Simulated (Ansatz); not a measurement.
# C₃H₂F₂S: small, medium and large basis sets

An exercise on one series of results from a longer session: the logs are not shown, and one member is left open.

Computed with Ansatz 0.2.0, Gaussian basis. Level: one geometry, several basis sets.

Levels to be run: PBE0-D4/def2-SVP; ωB97M-V/def2-SVP; PBE0-D4/def2-QZVPP; ωB97M-V/def2-QZVPP; the functionals' def2-TZVPP values are taken from earlier runs.

### Structure used throughout

An earlier PBE0-D4 in a triple-zeta def2 set relaxation fixed the geometry.

SMILES `FC1=CC(F)S1`, 8 atoms, charge 0, spin multiplicity 1.

Atoms are counted from 1 here; the program's logs count them from 0.

Bond lengths: F1–C2 1.306 Å, C2–C3 1.330 Å, C2–S6 1.758 Å, C3–C4 1.494 Å, C3–H7 1.079 Å, C4–F5 1.357 Å, C4–S6 1.868 Å, C4–H8 1.092 Å. Angles: F1–C2–C3 132.5°, F1–C2–S6 125.2°, C3–C2–S6 102.2°, C2–C3–C4 95.8°, C2–C3–H7 133.7°, C4–C3–H7 130.3°, C3–C4–F5 116.4°, C3–C4–S6 91.3°, C3–C4–H8 116.0°, F5–C4–S6 114.2°, F5–C4–H8 108.7°, S6–C4–H8 109.4°, C2–S6–C4 70.6°.

The first run:

in.yaml reads:

```yaml
crystal:
  periodic: [false, false, false]
  atoms:
    - {symbol: F, position_ang: [0.630725, -0.695711, 2.275063]}
    - {symbol: C, position_ang: [0.235387, -0.226190, 1.122006]}
    - {symbol: C, position_ang: [0.624341, -0.464549, -0.127103]}
    - {symbol: C, position_ang: [-0.442538, 0.355340, -0.776507]}
    - {symbol: F, position_ang: [-0.021799, 1.382118, -1.557050]}
    - {symbol: S, position_ang: [-1.108280, 0.882562, 0.887375]}
    - {symbol: H, position_ang: [1.387044, -1.090273, -0.564283]}
    - {symbol: H, position_ang: [-1.212780, -0.200498, -1.315200]}
basis:
  gaussian: {orbitals: def2-SVP}
hamiltonian: {xc: pbe0, dispersion: d4}
output: {orbitals: {seedname: orbitals}}
```

Command:

```sh
$ ansatz run in.yaml --threads 4 --pin off --events-out ev --progress --plain --max-ram 10444MiB
```

Among the steps run: PBE0-D4 in def2-SVP; ωB97M-V in def2-SVP; PBE0-D4 in def2-QZVPP; ωB97M-V in def2-QZVPP.

One table of the session follows, with a row left open; its other results are not shown here.

| functional | basis | HOMO (eV) |
| --- | --- | --- |
| PBE0-D4 | def2-SVP | -6.75 |
| PBE0-D4 | def2-TZVPP | -6.80 |
| PBE0-D4 | def2-QZVPP | -6.84 |
| ωB97M-V | def2-SVP | ? |
| ωB97M-V | def2-TZVPP | -8.96 |
| ωB97M-V | def2-QZVPP | -9.00 |

**Question.** Estimate the row for ωB97M-V, def2-SVP.

As computed: HOMO (eV): -8.89. In the column «HOMO (eV)» it lies between ωB97M-V, def2-TZVPP (-8.96) and PBE0-D4, def2-QZVPP (-6.84).
